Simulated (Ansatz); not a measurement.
Saddle point of AlH$_{3}$SO, singlet (AlH₃SO ([OH][AlH][SH]) → AlHSO ([OH][Al][S]) + H₂; bonds formed: H2–H4; bonds broken: Al1–H2, S3–H4), PBE0-D4/def2-TZVP structure:

```csv
atom,x (Å),y (Å),z (Å)
Al1,-0.2151,-0.0365,-0.0340
H2,1.5140,0.1195,-0.4071
S3,-0.6147,-0.4864,-1.9965
H4,1.0426,-0.1093,-1.2285
O5,-0.4483,0.2622,1.5961
H6,-1.2785,0.2503,2.0700
```

Energies are electronic, without zero-point energy. Barriers and step energies count from the start structure reached by relaxing down the imaginary mode; all methods use the PBE0-D4 structures, on which another method's saddle can fall below an end. Program: Ansatz 0.2.0. Basis: def2-TZVPP, with def2-QZVPP for the basis limit. Cores are frozen in the correlated methods. B3LYP uses VWN-RPA correlation. Extrapolation: Hartree–Fock as exp(−7.88 √X), correlation as X^−2.97.

```csv
method,barrier (eV),step energy (eV)
SPW92,1.508,1.303
PBE-D4,1.650,1.220
BLYP-D4,1.770,1.193
r2SCAN-D4,1.748,1.290
B97M-V,?,1.422
PBE0-D4,?,1.344
B3LYP-D4,1.916,1.307
r2SCAN0-D4,1.890,1.368
BHLYP-D4,2.146,1.444
CAM-B3LYP-D4,2.051,1.434
wB97X-V,2.104,1.470
wB97M-V,2.023,1.372
B2PLYP,1.948,1.320
PBE-QIDH,1.968,1.391
RPA on PBE,2.043,1.382
HF,?,1.594
MP2,1.951,1.295
CCSD,2.147,1.437
CCSD(T),2.030,1.368
```

Question: Fill in the withheld barriers. (An estimate is asked for; the value comes from the calculation.)

Answer: The calculation gives: HF 2.549; PBE0-D4 1.842; B97M-V 1.873 eV. Each is the energy of the saddle less that of the start structure, by the same method.

For comparison, the barrier by CCSD(T) at an estimated basis limit (MP2 extrapolated from triple and quadruple zeta, plus CCSD(T) − MP2 in triple zeta) is 1.973 eV.

No T1 diagnostic of these runs exceeds 0.018.

Labels in which every atom is bracketed show which atoms are joined, not bond orders.

For scale, one of the runs: CCSD(T)/def2-TZVPP, 157 basis functions, launched by `ansatz run in.yaml --threads 2 --pin off --events-out ev --progress --plain --max-ram 4352MiB`. Hardware: 2 CPU threads of an Arm Neoverse V2, shared host. Wall time 14 s; peak host memory 1 GiB.
